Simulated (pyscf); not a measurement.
Thermochemistry of product channels of AsH (SMILES [AsH]) [triplet] + H₃Si–SiH₃ (SMILES [SiH3][SiH3]) on the triplet surface, in eV, from ωB97M-D3(BJ)/def2-TZVP energies (ideal gas, 1 atm, RRHO with modes under 100 cm⁻¹ raised to 100, one conformer, R ln 2 for rigid chiral ones). Single points on ωB97X-D3(BJ)/def2-SVP structures (PySCF, gas phase).

| products | ΔE | ΔH(298 K) | ΔG(298 K) | ΔG(1200 K) |
|---|---|---|---|---|
| H₃Si–AsH• (SMILES [SiH3][AsH]) + SiH₃• (SMILES [SiH3]) | +0.69 | +0.66 | +0.57 | +0.32 |
| H₃Si–SiH₂–As: (SMILES [SiH3][SiH2][As]) [triplet] + H₂ (SMILES [H][H]) | -0.17 | -0.19 | -0.17 | -0.20 |

These are energies of the channels, which say nothing of barriers. H₃Si–SiH₂–As: [triplet] lies 0.74 eV over its isomer cyclic H₅AsSi₂ (SMILES [SiH2]1[SiH2][AsH]1), and others may lie lower still (electronic energy, ωB97M-D3(BJ)). Elements up to Kr have no core potential and no relativistic terms here.
